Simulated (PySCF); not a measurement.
Which level of theory gave which numbers?

C₂H₅O₂S (charge -1).
SMILES: `[CH2-]S(C)(=O)=O`

The closed-shell ground state was solved 5 times with PySCF (density fitting, gas phase), always with PBE0, in these basis sets: 6-31G*, def2-SVP, def2-SVPD, def2-TZVP and pcSseg-1. Geometry: PBE0-D3(BJ)/def2-SVP; no solvent, vibrations or thermal averaging. The geometry's basis has no diffuse functions, a weakness for an anion. Where the HOMO energy is positive, the finite basis confines the outermost electrons. No diffuse functions stand in 6-31G*, def2-SVP, def2-TZVP and pcSseg-1, which bears on an anion's orbital energies.

```tsv
row	total energy (Eh)	HOMO (eV)	LUMO (eV)
P	-627.1397	-0.70	4.42
Q	-627.0902	-0.07	6.50
R	-627.5618	-0.54	5.64
S	-627.3619	-0.33	5.99
T	-627.3710	0.14	7.71
```

Which basis belongs to which row?

P = def2-SVPD, Q = def2-SVP, R = def2-TZVP, S = pcSseg-1, T = 6-31G*. From the lowest total energy up: def2-TZVP (191 functions) 0 eV; 6-31G* (84 functions) +5.19 eV; pcSseg-1 (117 functions) +5.44 eV; def2-SVPD (153 functions) +11.49 eV; def2-SVP (99 functions) +12.83 eV.
